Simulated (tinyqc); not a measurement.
Inside a calculation (part 1 of 3). Method: UHF in the sto-3g basis, for BH, spin multiplicity 3. Computed by tinyqc, a small Python program that keeps every step (integrals from PySCF). Settings: charge = 0, multiplicity = 3, basis = sto-3g, energy threshold = 1e-09, iteration cap = 60, orthogonalisation = symmetric, start = highest core orbitals, DIIS depth = 0, method = UHF. Command: `OMP_NUM_THREADS=1 python tinyqc.py 20342 20343 out.jsonl` (the two numbers bound the seeds that draw the settings). One thread of a shared host (Intel(R) Xeon(R) Processor @ 2.60GHz), about 0.1 s of CPU time with the checks. Later iterations appear only in the table of the cycle.

## One-electron integrals

Geometry (angstrom):
```
atom         x         y         z
B     0.000000  0.000000  0.000000
H     0.000000  0.000000  2.207000
```

Basis sto-3g: exponents (1/bohr^2) and contraction coefficients of normalised primitives:
```
element  l (shell)   exponent  coefficient
B            s (1)  48.791113     0.154329
B            s (1)   8.887362     0.535328
B            s (1)   2.405267     0.444635
B            s (2)   2.236956    -0.099967
B            s (2)   0.519821     0.399513
B            s (2)   0.169062     0.700115
B            p (3)   2.236956     0.155916
B            p (3)   0.519821     0.607684
B            p (3)   0.169062     0.391957
H            s (1)   3.425251     0.154329
H            s (1)   0.623914     0.535328
H            s (1)   0.168855     0.444635
```

Overlap, kinetic and nuclear-attraction integrals over the contracted functions; the nuclear repulsion is the sum of Za Zb / Rab.

nuclear repulsion = 1.19886092 hartree

overlap S, order 1B 1s, 1B 2s, 1B 2px, 1B 2py, 1B 2pz, 2H 1s:
$$\begin{pmatrix}
1.000000 & 0.269328 & 0.000000 & 0.000000 & 0.000000 & 0.006487 \\
0.269328 & 1.000000 & 0.000000 & 0.000000 & 0.000000 & 0.116823 \\
0.000000 & 0.000000 & 1.000000 & 0.000000 & 0.000000 & 0.000000 \\
0.000000 & 0.000000 & 0.000000 & 1.000000 & 0.000000 & 0.000000 \\
0.000000 & 0.000000 & 0.000000 & 0.000000 & 1.000000 & 0.157400 \\
0.006487 & 0.116823 & 0.000000 & 0.000000 & 0.157400 & 1.000000
\end{pmatrix}$$

kinetic energy T (hartree), order 1B 1s, 1B 2s, 1B 2px, 1B 2py, 1B 2pz, 2H 1s:
$$\begin{pmatrix}
10.826302 & -0.047967 & 0.000000 & 0.000000 & 0.000000 & -0.002932 \\
-0.047967 & 0.359168 & 0.000000 & 0.000000 & 0.000000 & -0.011753 \\
0.000000 & 0.000000 & 1.123881 & 0.000000 & 0.000000 & 0.000000 \\
0.000000 & 0.000000 & 0.000000 & 1.123881 & 0.000000 & 0.000000 \\
0.000000 & 0.000000 & 0.000000 & 0.000000 & 1.123881 & 0.004828 \\
-0.002932 & -0.011753 & 0.000000 & 0.000000 & 0.004828 & 0.760032
\end{pmatrix}$$

nuclear attraction V (hartree), order 1B 1s, 1B 2s, 1B 2px, 1B 2py, 1B 2pz, 2H 1s:
$$\begin{pmatrix}
-23.387160 & -3.203940 & 0.000000 & 0.000000 & -0.005402 & -0.076613 \\
-3.203940 & -4.011334 & 0.000000 & 0.000000 & -0.055133 & -0.317179 \\
0.000000 & 0.000000 & -3.972001 & 0.000000 & 0.000000 & 0.000000 \\
0.000000 & 0.000000 & 0.000000 & -3.972001 & 0.000000 & 0.000000 \\
-0.005402 & -0.055133 & 0.000000 & 0.000000 & -3.999283 & -0.398300 \\
-0.076613 & -0.317179 & 0.000000 & 0.000000 & -0.398300 & -2.425330
\end{pmatrix}$$

core Hamiltonian H = T + V (hartree), order 1B 1s, 1B 2s, 1B 2px, 1B 2py, 1B 2pz, 2H 1s:
$$\begin{pmatrix}
-12.560858 & -3.251907 & 0.000000 & 0.000000 & -0.005402 & -0.079545 \\
-3.251907 & -3.652166 & 0.000000 & 0.000000 & -0.055133 & -0.328933 \\
0.000000 & 0.000000 & -2.848120 & 0.000000 & 0.000000 & 0.000000 \\
0.000000 & 0.000000 & 0.000000 & -2.848120 & 0.000000 & 0.000000 \\
-0.005402 & -0.055133 & 0.000000 & 0.000000 & -2.875403 & -0.393472 \\
-0.079545 & -0.328933 & 0.000000 & 0.000000 & -0.393472 & -1.665298
\end{pmatrix}$$

## Two-electron integrals

Functions are numbered as in S; the eight-fold symmetry (ij|kl) = (ji|kl) = (kl|ij) leaves the list below.

Two-electron integrals (ij|kl) in chemists' order, unique and non-zero (hartree):
```
(11|11) 2.923513   (21|11) 0.518376   (21|21) 0.109262   (22|11) 0.744229
(22|21) 0.193177   (22|22) 0.544804   (31|31) 0.020264   (32|31) 0.029996
(32|32) 0.120346   (33|11) 0.742491   (33|21) 0.193240   (33|22) 0.544682
(33|33) 0.586773   (41|41) 0.020264   (42|41) 0.029996   (42|42) 0.120346
(43|43) 0.031630   (44|11) 0.742491   (44|21) 0.193240   (44|22) 0.544682
(44|33) 0.523513   (44|44) 0.586773   (51|51) 0.020264   (52|51) 0.029996
(52|52) 0.120346   (53|53) 0.031630   (54|54) 0.031630   (55|11) 0.742491
(55|21) 0.193240   (55|22) 0.544682   (55|33) 0.523513   (55|44) 0.523513
(55|55) 0.586773   (61|11) 0.012307   (61|21) 0.002593   (61|22) 0.004628
(61|33) 0.004608   (61|44) 0.004608   (61|51) 0.000212   (61|52) 0.000393
(61|55) 0.004673   (61|61) 0.000064   (62|11) 0.050536   (62|21) 0.013441
(62|22) 0.044676   (62|33) 0.043292   (62|44) 0.043292   (62|51) 0.001453
(62|52) 0.010470   (62|55) 0.047393   (62|61) 0.000345   (62|62) 0.006788
(63|31) 0.000982   (63|32) 0.005288   (63|53) 0.001743   (63|63) 0.000529
(64|41) 0.000982   (64|42) 0.005288   (64|54) 0.001743   (64|64) 0.000529
(65|11) 0.059770   (65|21) 0.016028   (65|22) 0.055497   (65|33) 0.053012
(65|44) 0.053012   (65|51) 0.002295   (65|52) 0.016039   (65|55) 0.060400
(65|61) 0.000421   (65|62) 0.009572   (65|65) 0.013773   (66|11) 0.239737
(66|21) 0.064563   (66|22) 0.239010   (66|33) 0.230416   (66|44) 0.230416
(66|51) 0.005388   (66|52) 0.054023   (66|55) 0.256011   (66|61) 0.001640
(66|62) 0.054322   (66|65) 0.082573   (66|66) 0.774606
```

## Orthogonalisation

S = U s U^T; symmetric (Loewdin) form X = U s^(-1/2) U^T, so that X^T S X = 1.

eigenvalues of S: [0.700708, 0.856809, 1.000000, 1.000000, 1.137490, 1.304993]

X, order 1B 1s, 1B 2s, 1B 2px, 1B 2py, 1B 2pz, 2H 1s:
$$\begin{pmatrix}
1.028919 & -0.142135 & 0.000000 & 0.000000 & -0.001278 & 0.009345 \\
-0.142135 & 1.034467 & 0.000000 & 0.000000 & 0.007405 & -0.062064 \\
0.000000 & 0.000000 & 1.000000 & 0.000000 & 0.000000 & 0.000000 \\
0.000000 & 0.000000 & 0.000000 & 1.000000 & 0.000000 & 0.000000 \\
-0.001278 & 0.007405 & 0.000000 & 0.000000 & 1.009563 & -0.080675 \\
0.009345 & -0.062064 & 0.000000 & 0.000000 & -0.080675 & 1.015006
\end{pmatrix}$$

## Starting guess

The start is the highest orbitals of the core Hamiltonian (a deliberately bad start); D(s) = C_occ C_occ^T for each spin.

D(alpha) at the start, order 1B 1s, 1B 2s, 1B 2px, 1B 2py, 1B 2pz, 2H 1s:
$$\begin{pmatrix}
0.007316 & -0.029099 & 0.000000 & 0.000000 & 0.078063 & 0.013782 \\
-0.029099 & 0.116305 & 0.000000 & 0.000000 & -0.303581 & -0.078644 \\
0.000000 & 0.000000 & 1.000000 & 0.000000 & 0.000000 & 0.000000 \\
0.000000 & 0.000000 & 0.000000 & 1.000000 & 0.000000 & 0.000000 \\
0.078063 & -0.303581 & 0.000000 & 0.000000 & 0.918473 & -0.147087 \\
0.013782 & -0.078644 & 0.000000 & 0.000000 & -0.147087 & 1.038079
\end{pmatrix}$$

D(beta) at the start, order 1B 1s, 1B 2s, 1B 2px, 1B 2py, 1B 2pz, 2H 1s:
$$\begin{pmatrix}
0.000282 & -0.001510 & 0.000000 & 0.000000 & -0.001806 & 0.017089 \\
-0.001510 & 0.008098 & 0.000000 & 0.000000 & 0.009681 & -0.091615 \\
0.000000 & 0.000000 & 0.065955 & -0.248203 & 0.000000 & 0.000000 \\
0.000000 & 0.000000 & -0.248203 & 0.934045 & 0.000000 & 0.000000 \\
-0.001806 & 0.009681 & 0.000000 & 0.000000 & 0.011575 & -0.109535 \\
0.017089 & -0.091615 & 0.000000 & 0.000000 & -0.109535 & 1.036525
\end{pmatrix}$$

## Iteration 1: building the Fock matrix

J_ij = sum D_kl (ij|kl) with D = D(alpha) + D(beta), K_ij = sum D_kl (ik|jl) for each spin; F = H + J - K(s); E = tr D H + tr D J / 2 - 0.5 sum_s tr D(s) K(s) + E_nn.

Coulomb J (hartree), order 1B 1s, 1B 2s, 1B 2px, 1B 2py, 1B 2pz, 2H 1s:
$$\begin{pmatrix}
3.451322 & 0.902023 & 0.000000 & 0.000000 & -0.005022 & 0.021553 \\
0.902023 & 2.654671 & 0.000000 & 0.000000 & 0.034138 & 0.278633 \\
0.000000 & 0.000000 & 2.622792 & -0.015701 & 0.000000 & 0.000000 \\
0.000000 & 0.000000 & -0.015701 & 2.677707 & 0.000000 & 0.000000 \\
-0.005022 & 0.034138 & 0.000000 & 0.000000 & 2.662111 & 0.373513 \\
0.021553 & 0.278633 & 0.000000 & 0.000000 & 0.373513 & 2.472244
\end{pmatrix}$$

exchange K(alpha) (hartree), order 1B 1s, 1B 2s, 1B 2px, 1B 2py, 1B 2pz, 2H 1s:
$$\begin{pmatrix}
0.063001 & 0.088365 & 0.000000 & 0.000000 & -0.009280 & 0.002603 \\
0.088365 & 0.401456 & 0.000000 & 0.000000 & -0.188803 & 0.039853 \\
0.000000 & 0.000000 & 0.659084 & 0.000000 & 0.000000 & 0.000000 \\
0.000000 & 0.000000 & 0.000000 & 0.659084 & 0.000000 & 0.000000 \\
-0.009280 & -0.188803 & 0.000000 & 0.000000 & 0.608664 & 0.082530 \\
0.002603 & 0.039853 & 0.000000 & 0.000000 & 0.082530 & 0.780044
\end{pmatrix}$$

exchange K(beta) (hartree), order 1B 1s, 1B 2s, 1B 2px, 1B 2py, 1B 2pz, 2H 1s:
$$\begin{pmatrix}
0.020606 & 0.030173 & 0.000000 & 0.000000 & -0.000023 & 0.000317 \\
0.030173 & 0.122613 & 0.000000 & 0.000000 & 0.003265 & 0.034348 \\
0.000000 & 0.000000 & 0.068730 & -0.137788 & 0.000000 & 0.000000 \\
0.000000 & 0.000000 & -0.137788 & 0.550645 & 0.000000 & 0.000000 \\
-0.000023 & 0.003265 & 0.000000 & 0.000000 & 0.037495 & 0.053437 \\
0.000317 & 0.034348 & 0.000000 & 0.000000 & 0.053437 & 0.775837
\end{pmatrix}$$

F(alpha) (hartree), order 1B 1s, 1B 2s, 1B 2px, 1B 2py, 1B 2pz, 2H 1s:
$$\begin{pmatrix}
-9.172538 & -2.438249 & 0.000000 & 0.000000 & -0.001144 & -0.060595 \\
-2.438249 & -1.398951 & 0.000000 & 0.000000 & 0.167808 & -0.090153 \\
0.000000 & 0.000000 & -0.884412 & -0.015701 & 0.000000 & 0.000000 \\
0.000000 & 0.000000 & -0.015701 & -0.829497 & 0.000000 & 0.000000 \\
-0.001144 & 0.167808 & 0.000000 & 0.000000 & -0.821956 & -0.102488 \\
-0.060595 & -0.090153 & 0.000000 & 0.000000 & -0.102488 & 0.026902
\end{pmatrix}$$

F(beta) (hartree), order 1B 1s, 1B 2s, 1B 2px, 1B 2py, 1B 2pz, 2H 1s:
$$\begin{pmatrix}
-9.130143 & -2.380057 & 0.000000 & 0.000000 & -0.010402 & -0.058308 \\
-2.380057 & -1.120109 & 0.000000 & 0.000000 & -0.024260 & -0.084648 \\
0.000000 & 0.000000 & -0.294059 & 0.122087 & 0.000000 & 0.000000 \\
0.000000 & 0.000000 & 0.122087 & -0.721058 & 0.000000 & 0.000000 \\
-0.010402 & -0.024260 & 0.000000 & 0.000000 & -0.250787 & -0.073395 \\
-0.058308 & -0.084648 & 0.000000 & 0.000000 & -0.073395 & 0.031109
\end{pmatrix}$$

total energy of this density = -7.78674504 hartree

## Iteration 1: diagonalisation and new density

Diagonalise F' = X^T F X, C = X C', fill 4 alpha and 2 beta electrons from the bottom; D(s) = C_occ C_occ^T. Each column has its largest component positive (the first on a tie).

F' = X^T F X (alpha) (hartree):
$$\begin{pmatrix}
-9.026681 & -1.095499 & 0.000000 & 0.000000 & -0.026704 & 0.010586 \\
-1.095499 & -0.952112 & 0.000000 & 0.000000 & 0.176171 & -0.045892 \\
0.000000 & 0.000000 & -0.884412 & -0.015701 & 0.000000 & 0.000000 \\
0.000000 & 0.000000 & -0.015701 & -0.829497 & 0.000000 & 0.000000 \\
-0.026704 & 0.176171 & 0.000000 & 0.000000 & -0.818321 & -0.052185 \\
0.010586 & -0.045892 & 0.000000 & 0.000000 & -0.052185 & 0.047680
\end{pmatrix}$$

orbital energies (alpha) (hartree): MO1 -9.172674, MO2 -0.990504, MO3 -0.888584, MO4 -0.825325, MO5 -0.641071, MO6 0.054816

coefficients C (alpha), order 1B 1s, 1B 2s, 1B 2px, 1B 2py, 1B 2pz, 2H 1s:
$$\begin{pmatrix}
1.001125 & 0.191009 & 0.000000 & 0.000000 & -0.198451 & 0.029110 \\
-0.004220 & -0.719853 & 0.000000 & 0.000000 & 0.746900 & -0.134777 \\
0.000000 & 0.000000 & 0.966460 & -0.256817 & 0.000000 & 0.000000 \\
0.000000 & 0.000000 & 0.256817 & 0.966460 & 0.000000 & 0.000000 \\
0.000134 & 0.721032 & 0.000000 & 0.000000 & 0.694144 & -0.155113 \\
0.000549 & -0.009602 & 0.000000 & 0.000000 & 0.001943 & 1.020093
\end{pmatrix}$$

F' = X^T F X (beta) (hartree):
$$\begin{pmatrix}
-8.993201 & -1.079251 & 0.000000 & 0.000000 & -0.009242 & 0.009841 \\
-1.079251 & -0.673541 & 0.000000 & 0.000000 & -0.019078 & -0.041536 \\
0.000000 & 0.000000 & -0.294059 & 0.122087 & 0.000000 & 0.000000 \\
0.000000 & 0.000000 & 0.122087 & -0.721058 & 0.000000 & 0.000000 \\
-0.009242 & -0.019078 & 0.000000 & 0.000000 & -0.243727 & -0.057043 \\
0.009841 & -0.041536 & 0.000000 & 0.000000 & -0.057043 & 0.049417
\end{pmatrix}$$

orbital energies (beta) (hartree): MO1 -9.130942, MO2 -0.753500, MO3 -0.540512, MO4 -0.261616, MO5 -0.252206, MO6 0.062609

coefficients C (beta), order 1B 1s, 1B 2s, 1B 2px, 1B 2py, 1B 2pz, 2H 1s:
$$\begin{pmatrix}
1.002643 & 0.000000 & -0.269055 & 0.000000 & 0.022861 & 0.027558 \\
-0.010005 & 0.000000 & 1.033643 & 0.000000 & -0.094675 & -0.129424 \\
0.000000 & -0.256817 & 0.000000 & 0.966460 & 0.000000 & 0.000000 \\
0.000000 & 0.966460 & 0.000000 & 0.256817 & 0.000000 & 0.000000 \\
0.001021 & 0.000000 & 0.076426 & 0.000000 & 0.975745 & -0.260504 \\
0.000819 & 0.000000 & 0.011529 & 0.000000 & 0.102189 & 1.014943
\end{pmatrix}$$

D(alpha) after iteration 1, order 1B 1s, 1B 2s, 1B 2px, 1B 2py, 1B 2pz, 2H 1s:
$$\begin{pmatrix}
1.038735 & -0.141723 & 0.000000 & 0.000000 & 0.137857 & -0.001284 \\
-0.141723 & 0.518207 & 0.000000 & 0.000000 & -0.519038 & 0.006910 \\
0.000000 & 0.000000 & 1.000000 & 0.000000 & 0.000000 & 0.000000 \\
0.000000 & 0.000000 & 0.000000 & 1.000000 & 0.000000 & 0.000000 \\
0.137857 & -0.519038 & 0.000000 & 0.000000 & 0.519887 & -0.006923 \\
-0.001284 & 0.006910 & 0.000000 & 0.000000 & -0.006923 & 0.000093
\end{pmatrix}$$

D(beta) after iteration 1, order 1B 1s, 1B 2s, 1B 2px, 1B 2py, 1B 2pz, 2H 1s:
$$\begin{pmatrix}
1.005293 & -0.010032 & 0.000000 & 0.000000 & 0.001024 & 0.000821 \\
-0.010032 & 0.000100 & 0.000000 & 0.000000 & -0.000010 & -0.000008 \\
0.000000 & 0.000000 & 0.065955 & -0.248203 & 0.000000 & 0.000000 \\
0.000000 & 0.000000 & -0.248203 & 0.934045 & 0.000000 & 0.000000 \\
0.001024 & -0.000010 & 0.000000 & 0.000000 & 0.000001 & 0.000001 \\
0.000821 & -0.000008 & 0.000000 & 0.000000 & 0.000001 & 0.000001
\end{pmatrix}$$

## Iteration 2: building the Fock matrix

As before.

Coulomb J (hartree), order 1B 1s, 1B 2s, 1B 2px, 1B 2py, 1B 2pz, 2H 1s:
$$\begin{pmatrix}
8.817516 & 1.806689 & 0.000000 & 0.000000 & -0.025522 & 0.042670 \\
1.806689 & 3.662055 & 0.000000 & 0.000000 & -0.116671 & 0.266388 \\
0.000000 & 0.000000 & 3.651356 & -0.015701 & 0.000000 & 0.000000 \\
0.000000 & 0.000000 & -0.015701 & 3.706271 & 0.000000 & 0.000000 \\
-0.025522 & -0.116671 & 0.000000 & 0.000000 & 3.616769 & 0.320445 \\
0.042670 & 0.266388 & 0.000000 & 0.000000 & 0.320445 & 1.363752
\end{pmatrix}$$

exchange K(alpha) (hartree), order 1B 1s, 1B 2s, 1B 2px, 1B 2py, 1B 2pz, 2H 1s:
$$\begin{pmatrix}
2.997508 & 0.593232 & 0.000000 & 0.000000 & -0.010728 & 0.014673 \\
0.593232 & 0.644756 & 0.000000 & 0.000000 & -0.314405 & 0.011404 \\
0.000000 & 0.000000 & 0.709803 & 0.000000 & 0.000000 & 0.000000 \\
0.000000 & 0.000000 & 0.000000 & 0.709803 & 0.000000 & 0.000000 \\
-0.010728 & -0.314405 & 0.000000 & 0.000000 & 0.442606 & 0.006881 \\
0.014673 & 0.011404 & 0.000000 & 0.000000 & 0.006881 & 0.001558
\end{pmatrix}$$

exchange K(beta) (hartree), order 1B 1s, 1B 2s, 1B 2px, 1B 2py, 1B 2pz, 2H 1s:
$$\begin{pmatrix}
2.948881 & 0.542617 & 0.000000 & 0.000000 & 0.000828 & 0.013080 \\
0.542617 & 0.226386 & 0.000000 & 0.000000 & 0.000236 & 0.007786 \\
0.000000 & 0.000000 & 0.088027 & -0.137788 & 0.000000 & 0.000000 \\
0.000000 & 0.000000 & -0.137788 & 0.569941 & 0.000000 & 0.000000 \\
0.000828 & 0.000236 & 0.000000 & 0.000000 & 0.051415 & 0.001950 \\
0.013080 & 0.007786 & 0.000000 & 0.000000 & 0.001950 & 0.000590
\end{pmatrix}$$

F(alpha) (hartree), order 1B 1s, 1B 2s, 1B 2px, 1B 2py, 1B 2pz, 2H 1s:
$$\begin{pmatrix}
-6.740850 & -2.038451 & 0.000000 & 0.000000 & -0.020196 & -0.051548 \\
-2.038451 & -0.634866 & 0.000000 & 0.000000 & 0.142600 & -0.073948 \\
0.000000 & 0.000000 & 0.093433 & -0.015701 & 0.000000 & 0.000000 \\
0.000000 & 0.000000 & -0.015701 & 0.148348 & 0.000000 & 0.000000 \\
-0.020196 & 0.142600 & 0.000000 & 0.000000 & 0.298761 & -0.079908 \\
-0.051548 & -0.073948 & 0.000000 & 0.000000 & -0.079908 & -0.303104
\end{pmatrix}$$

F(beta) (hartree), order 1B 1s, 1B 2s, 1B 2px, 1B 2py, 1B 2pz, 2H 1s:
$$\begin{pmatrix}
-6.692223 & -1.987835 & 0.000000 & 0.000000 & -0.031752 & -0.049955 \\
-1.987835 & -0.216497 & 0.000000 & 0.000000 & -0.172041 & -0.070330 \\
0.000000 & 0.000000 & 0.715209 & 0.122087 & 0.000000 & 0.000000 \\
0.000000 & 0.000000 & 0.122087 & 0.288210 & 0.000000 & 0.000000 \\
-0.031752 & -0.172041 & 0.000000 & 0.000000 & 0.689952 & -0.074977 \\
-0.049955 & -0.070330 & 0.000000 & 0.000000 & -0.074977 & -0.302136
\end{pmatrix}$$

total energy of this density = -23.55364751 hartree

## Iteration 2: diagonalisation and new density

As before.

F' = X^T F X (alpha) (hartree):
$$\begin{pmatrix}
-6.553673 & -1.130049 & 0.000000 & 0.000000 & -0.045305 & 0.019978 \\
-1.130049 & -0.206387 & 0.000000 & 0.000000 & 0.161965 & -0.052722 \\
0.000000 & 0.000000 & 0.093433 & -0.015701 & 0.000000 & 0.000000 \\
0.000000 & 0.000000 & -0.015701 & 0.148348 & 0.000000 & 0.000000 \\
-0.045305 & 0.161965 & 0.000000 & 0.000000 & 0.317801 & -0.091880 \\
0.019978 & -0.052722 & 0.000000 & 0.000000 & -0.091880 & -0.288110
\end{pmatrix}$$

orbital energies (alpha) (hartree): MO1 -6.748919, MO2 -0.305421, MO3 -0.080289, MO4 0.089261, MO5 0.152520, MO6 0.404260

coefficients C (alpha), order 1B 1s, 1B 2s, 1B 2px, 1B 2py, 1B 2pz, 2H 1s:
$$\begin{pmatrix}
0.989714 & -0.027853 & -0.287366 & 0.000000 & 0.000000 & -0.126793 \\
0.036052 & 0.066327 & 0.955292 & 0.000000 & 0.000000 & 0.419464 \\
0.000000 & 0.000000 & 0.000000 & 0.966460 & -0.256817 & 0.000000 \\
0.000000 & 0.000000 & 0.000000 & 0.256817 & 0.966460 & 0.000000 \\
0.002552 & 0.035276 & -0.391185 & 0.000000 & 0.000000 & 0.933545 \\
-0.003192 & 0.984250 & -0.092916 & 0.000000 & 0.000000 & -0.251582
\end{pmatrix}$$

F' = X^T F X (beta) (hartree):
$$\begin{pmatrix}
-6.508608 & -1.143162 & 0.000000 & 0.000000 & -0.012815 & 0.019342 \\
-1.143162 & 0.222206 & 0.000000 & 0.000000 & -0.159567 & -0.049093 \\
0.000000 & 0.000000 & 0.715209 & 0.122087 & 0.000000 & 0.000000 \\
0.000000 & 0.000000 & 0.122087 & 0.288210 & 0.000000 & 0.000000 \\
-0.012815 & -0.159567 & 0.000000 & 0.000000 & 0.711056 & -0.099086 \\
0.019342 & -0.049093 & 0.000000 & 0.000000 & -0.099086 & -0.287376
\end{pmatrix}$$

orbital energies (beta) (hartree): MO1 -6.697682, MO2 -0.303498, MO3 0.255768, MO4 0.356483, MO5 0.747651, MO6 0.781976

coefficients C (beta), order 1B 1s, 1B 2s, 1B 2px, 1B 2py, 1B 2pz, 2H 1s:
$$\begin{pmatrix}
0.991923 & -0.019307 & 0.000000 & -0.287528 & 0.000000 & 0.109582 \\
0.028625 & 0.039258 & 0.000000 & 0.972176 & 0.000000 & -0.383073 \\
0.000000 & 0.000000 & -0.256817 & 0.000000 & 0.966460 & 0.000000 \\
0.000000 & 0.000000 & 0.966460 & 0.000000 & 0.256817 & 0.000000 \\
0.005327 & 0.033267 & 0.000000 & 0.387832 & 0.000000 & 0.935005 \\
-0.002994 & 0.989043 & 0.000000 & -0.219659 & 0.000000 & -0.119251
\end{pmatrix}$$

D(alpha) after iteration 2, order 1B 1s, 1B 2s, 1B 2px, 1B 2py, 1B 2pz, 2H 1s:
$$\begin{pmatrix}
1.062889 & -0.240684 & 0.000000 & 0.000000 & 0.113956 & -0.003873 \\
-0.240684 & 0.918282 & 0.000000 & 0.000000 & -0.371264 & -0.023594 \\
0.000000 & 0.000000 & 0.934045 & 0.248203 & 0.000000 & 0.000000 \\
0.000000 & 0.000000 & 0.248203 & 0.065955 & 0.000000 & 0.000000 \\
0.113956 & -0.371264 & 0.000000 & 0.000000 & 0.154276 & 0.071059 \\
-0.003873 & -0.023594 & 0.000000 & 0.000000 & 0.071059 & 0.977392
\end{pmatrix}$$

D(beta) after iteration 2, order 1B 1s, 1B 2s, 1B 2px, 1B 2py, 1B 2pz, 2H 1s:
$$\begin{pmatrix}
0.984285 & 0.027636 & 0.000000 & 0.000000 & 0.004641 & -0.022065 \\
0.027636 & 0.002361 & 0.000000 & 0.000000 & 0.001458 & 0.038742 \\
0.000000 & 0.000000 & 0.000000 & 0.000000 & 0.000000 & 0.000000 \\
0.000000 & 0.000000 & 0.000000 & 0.000000 & 0.000000 & 0.000000 \\
0.004641 & 0.001458 & 0.000000 & 0.000000 & 0.001135 & 0.032887 \\
-0.022065 & 0.038742 & 0.000000 & 0.000000 & 0.032887 & 0.978215
\end{pmatrix}$$
